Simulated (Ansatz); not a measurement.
H₃O₂Si, SMILES [O][SiH2]O, a composite energy at a relaxed geometry

With the Python package of Ansatz (0.2.0).

The script reads `h3o2si.xyz`:
```text
6

O    -1.91530   -0.27050    0.08810
Si   -0.30230    0.04750   -0.23330
O     0.58510   -0.37310    1.14090
H     0.20400   -0.75980   -1.37860
H    -0.08570    1.46500   -0.56170
H     1.55630   -0.17320    0.89830
```

The cells in order, each with its output:

```python
import itertools

import ansatz
from ase.data import atomic_numbers, covalent_radii
import numpy as np
```

```python
system = ansatz.Crystal.molecule_from_extxyz('h3o2si.xyz')
```

```python
calculation = system.calculation()
calculation = calculation.basis(gaussian='def2-SVP')
calculation = calculation.functional('pbe0')
calculation = calculation.spin('collinear', total=1)
symbols = [site.symbol for site in system.cartesian_sites]
start = np.array([site.position_ang for site in system.cartesian_sites], dtype=float)
report = calculation.relax(force_tolerance=0.01).run().report
end = np.array(report['positions_ang'])
# pairs closer than 1.2 times the sum of covalent radii, before or after
radius = [covalent_radii[atomic_numbers[s]] for s in symbols]
span = lambda where, i, j: np.linalg.norm(where[i] - where[j])
bonded = [(i, j) for i, j in itertools.combinations(range(len(symbols)), 2) if min(span(start, i, j), span(end, i, j)) < 1.2 * (radius[i] + radius[j])]
print('pair        before    after (A)')
for i, j in bonded:
    print(f'{symbols[i]}{i}-{symbols[j]}{j}'.ljust(10), f'{span(start, i, j):8.4f} {span(end, i, j):8.4f}')
for first, second in list(itertools.combinations(bonded, 2)):
    shared = set(first) & set(second)
    if shared and symbols[(j := shared.pop())] != 'H':
        i, k = sorted((set(first) | set(second)) - {j})
        u, v = end[i] - end[j], end[k] - end[j]
        angle = np.degrees(np.arccos(np.clip(u @ v / np.linalg.norm(u) / np.linalg.norm(v), -1, 1)))
        print(f'final angle {symbols[i]}{i}-{symbols[j]}{j}-{symbols[k]}{k}: {angle:.2f} deg')
```

    pair        before    after (A)
    O0-Si1       1.6752   1.6711
    Si1-O2       1.6890   1.6514
    Si1-H3       1.4899   1.4998
    Si1-H4       1.4711   1.4842
    O2-H5        1.0208   0.9619
    final angle O0-Si1-O2: 116.28 deg
    final angle O0-Si1-H3: 98.75 deg
    final angle O0-Si1-H4: 110.39 deg
    final angle O2-Si1-H3: 113.05 deg
    final angle O2-Si1-H4: 105.25 deg
    final angle Si1-O2-H5: 117.91 deg
    final angle H3-Si1-H4: 113.38 deg

```python
minimum = ansatz.Crystal.molecule()
for symbol, place in zip(symbols, end):
    minimum = minimum.atom(symbol, place.tolist())
at_minimum = minimum.calculation().spin('collinear', total=1)
# MP2 extrapolated to the basis limit, plus the small-basis difference CCSD(T) - MP2
level = lambda method, basis: at_minimum.basis(gaussian=basis).correlation(method).run().report
small, large, cluster = level('mp2', 'cc-pVDZ'), level('mp2', 'cc-pVTZ'), level('ccsd_t', 'cc-pVDZ')
corr = lambda each: (each['free_energy_ev'] - each['reference_energy_ev']) / 27.211386246
mp2_limit = (27 * corr(large) - 8 * corr(small)) / 19
pieces = {'HF / cc-pVTZ': large['reference_energy_ev'] / 27.211386246, 'MP2 correlation, DZ-TZ limit': mp2_limit, 'CCSD(T) - MP2 / cc-pVDZ': corr(cluster) - corr(small)}
for name, value in pieces.items():
    print(f'{name:32s} {value:14.6f} Ha')
print(f'{"sum":32s} {sum(pieces.values()):14.6f} Ha')
print('T1 diagnostic', round(cluster['correlation']['coupled_cluster']['t1_diagnostic'], 4))
```

    HF / cc-pVTZ                        -440.517946 Ha
    MP2 correlation, DZ-TZ limit          -0.603711 Ha
    CCSD(T) - MP2 / cc-pVDZ               -0.042327 Ha
    sum                                 -441.163984 Ha
    T1 diagnostic 0.0178

Total energies depend on the basis set; only differences at equal settings carry meaning. The sum leaves out core correlation, relativity, the Hartree-Fock basis error and zero-point energy; a DZ-TZ extrapolation is rough. The run takes the species as open-shell (spin multiplicity 2), which needn't be its ground state. Inner cores stay frozen, so this is valence correlation. For Al to Cl the sets with a tight d function, cc-pV(X+d)Z, are usual. An extrapolation from small basis sets is rough. Finished in 100 s on 1 thread of Arm Neoverse V2, with other jobs on the host, peak memory 0.33 GiB.
